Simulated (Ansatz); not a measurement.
Rock-salt MgS, treated with RPBE in Ansatz (PAW).

Settings: plane-wave cutoff 520 eV, 12×12×12 k mesh, Fermi–Dirac smearing 0.01 eV, scalar-relativistic PAW data made under PBE.

The cell has the measured lattice: a = 5.203 Å, b = 5.203 Å, c = 5.203 Å, α = 90.00°, β = 90.00°, γ = 90.00°.

Question: Predict the band gap, smallest direct gap on the k points sampled and width of the whole s-p valence band.

Answer: 
band gap: 2.94 eV (indirect)
smallest direct gap on the k points sampled: 3.89 eV
width of the whole s-p valence band: 12.65 eV

Note: cell and atoms aren't relaxed at this level (pressure 3.3 GPa).

Computed values are for the static lattice.

Computing time: around 7 core-seconds (rough).

Ansatz is a quantum-chemistry and plane-wave program.
